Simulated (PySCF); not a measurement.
F2.

```xyz
2

F      0.0000     0.0000    -0.6991
F      0.0000     0.0000     0.6991
```

Coordinates come from a r2SCAN-D4/def2-TZVPD optimisation.

All values below come from PySCF with PBE/pcSseg-2. Non-relativistic, no solvent.

Q: Give the absolute GIAO shielding of each atom: isotropic value and principal components (ppm). (Estimate from the structure and the level; the computed values follow.)

A: 
```tsv
atom	σ(iso)	σ11	σ22	σ33	span
F1	-225.1	-581.8	-581.8	488.3	1070.1
F2	-225.1	-581.8	-581.8	488.3	1070.1
```
